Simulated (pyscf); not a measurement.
A first-order saddle from PySCF, ωB97X-D3(BJ)/def2-SVP:

```
Al
N 1 1.8089
H 2 1.0154 1 122.87
H 2 1.0157 3 108.43 1 154.62
C 1 1.9613 2 127.66 3 79.57
H 5 1.1037 1 111.52 2 -60.66
H 5 1.1038 6 107.24 1 123.50
H 5 1.1047 6 107.05 7 114.91
C 1 2.0513 2 109.20 3 -60.35
H 9 1.0945 1 111.36 2 144.45
H 9 1.0945 10 116.70 1 123.82
C 9 1.4245 10 117.86 11 147.15
H 12 1.0925 9 118.01 10 -151.89
H 12 1.0929 13 114.37 9 -150.13
C 1 2.1267 2 105.10 3 -162.18
H 15 1.0959 1 134.42 2 47.45
H 15 1.0992 16 110.13 13 -117.84
H 15 1.1116 16 104.81 17 -114.75
```
Charge 0, spin multiplicity 1.

Surface: singlet, charge 0. Lowest wavenumbers (cm⁻¹): 512i, 111, 130, 135, 177.

Q: Name the species on either side of this saddle.

A: H₃C–Al(CH₃)–NH₂ + H₂C=CH₂ <-> H₃C–CH₂–CH₂–Al(CH₃)–NH₂, an addition across a multiple bond or ene-type step read from left to right: Al–C broken and C–C, Al–C formed. At ωB97M-D3(BJ)/def2-TZVP it lies +23.9 kcal/mol from the left side and +45.5 kcal/mol from the right (each side as separated species at their lowest minima found). On the reactant side the descent ends in a complex, 8.0 kcal/mol under the separated species and 29.3 kcal/mol under the saddle at ωB97X-D3(BJ)/def2-TZVP. At the saddle there is also a short Al–C contact that neither side keeps. At ωB97X-D3(BJ)/def2-TZVP the barrier from the zero used here is 21.3 kcal/mol. This is the saddle that the search found; another between the same sides may lie lower.
